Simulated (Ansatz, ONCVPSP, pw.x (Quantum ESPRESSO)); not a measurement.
**What a changed setting does to a pw.x run (diamond Ge)**

Potential: optimised norm-conserving Vanderbilt (ONCV), ONCVPSP 4.0.1.1 (patched build), PBE; core [Ar] 3d10, reference 4s2 4p2; waves: 4s: rc 1.55 bohr, ncon 4, nbas 9, qcut 4.3 1/bohr, 2 projectors, debl 2.7 Ha; 4p: rc 2.45 bohr, ncon 4, nbas 8, qcut 4.1 1/bohr, 3 projectors, debl 2.5 Ha; d scattering state at 0.2 Ha: rc 2.10 bohr, ncon 3, nbas 6, qcut 4.5 1/bohr, 1 projector; local part: polynomial inside 1.00 bohr (lpopt 5, dvloc0 0 Ha); core correction: none.

The reference run (k-mesh 8³, cutoffs 45/180 Ry, Fermi–Dirac 0.01 Ry, mixing_beta 0.4, conv_thr 1e-9, no spin) gives 0.30 GPa at 23.951 Å³/atom, where all-electron LAPW gives 0.00 GPa. This run, with its own iteration cap, changes degauss to 0.02.

```
&control
  calculation='scf', prefix='x', pseudo_dir='./', outdir='./tmp', tstress=.true., disk_io='none'
/
&system
  ibrav=0, nat=2, ntyp=1, ecutwfc=45, ecutrho=180, nbnd=11,
  occupations='smearing', smearing='fd', degauss=0.02
/
&electrons
  conv_thr=1e-09, mixing_beta=0.4, electron_maxstep=50
/
ATOMIC_SPECIES
Ge 1.0 Ge.UPF
CELL_PARAMETERS angstrom
  0.00000000 2.88253474 2.88253474
  2.88253474 0.00000000 2.88253474
  2.88253474 2.88253474 0.00000000
ATOMIC_POSITIONS crystal
Ge 0.0000 0.0000 0.0000
Ge 0.2500 0.2500 0.2500
K_POINTS automatic
8 8 8 0 0 0
```

```bash
pw.x < Ge.scf.in > Ge.scf.out
```

How does the run end?

It converges in 6 iterations; the free energy moves by -10.6 meV/atom and the pressure by +0.18 GPa. In a metal, with Fermi–Dirac smearing, F lies below its zero-width value by a term in the square of the width.

```
Message from routine setup:
     using ibrav=0 with symmetry is DISCOURAGED, use correct ibrav instead
     lattice parameter (alat)  =       7.7035  a.u.
     unit-cell volume          =     323.2587 (a.u.)^3
     number of electrons       =         8.00
     number of Kohn-Sham states=           11
     kinetic-energy cutoff     =      45.0000  Ry
     charge density cutoff     =     180.0000  Ry
     scf convergence threshold =      1.0E-09
     Exchange-correlation= PBE
     number of k points=    29  Fermi-Dirac smearing, width (Ry)=  0.0200
     iteration #  1     ecut=    45.00 Ry     beta= 0.40
     total energy              =     -15.76004966 Ry
     estimated scf accuracy    <       0.02936111 Ry
     iteration #  2     ecut=    45.00 Ry     beta= 0.40
     total energy              =     -15.75912894 Ry
     estimated scf accuracy    <       0.00887266 Ry
     iteration #  3     ecut=    45.00 Ry     beta= 0.40
     total energy              =     -15.75946209 Ry
     estimated scf accuracy    <       0.00010734 Ry
     iteration #  4     ecut=    45.00 Ry     beta= 0.40
     c_bands:  1 eigenvalues not converged
     total energy              =     -15.75948028 Ry
     estimated scf accuracy    <       0.00000162 Ry
     iteration #  5     ecut=    45.00 Ry     beta= 0.40
     total energy              =     -15.75948152 Ry
     estimated scf accuracy    <       0.00000017 Ry
     iteration #  6     ecut=    45.00 Ry     beta= 0.40
     the Fermi energy is     5.2635 ev
!    total energy              =     -15.75948156 Ry
     estimated scf accuracy    <          4.9E-10 Ry
     smearing contrib. (-TS)   =      -0.00507488 Ry
     The total energy is F=E-TS. E is the sum of the following terms:
     one-electron contribution =       3.48924439 Ry
     hartree contribution      =       1.20406570 Ry
     xc contribution           =      -4.62513824 Ry
     ewald contribution        =     -15.82257853 Ry
     convergence has been achieved in   6 iterations
          total   stress  (Ry/bohr**3)                   (kbar)     P=        4.81
     Message from routine punch:
     Nothing written, as per user request (disk_io='none')
```

The run took about 14 s on one core of a shared host (Neoverse-N1, 64 threads, 124 GiB, load 58).
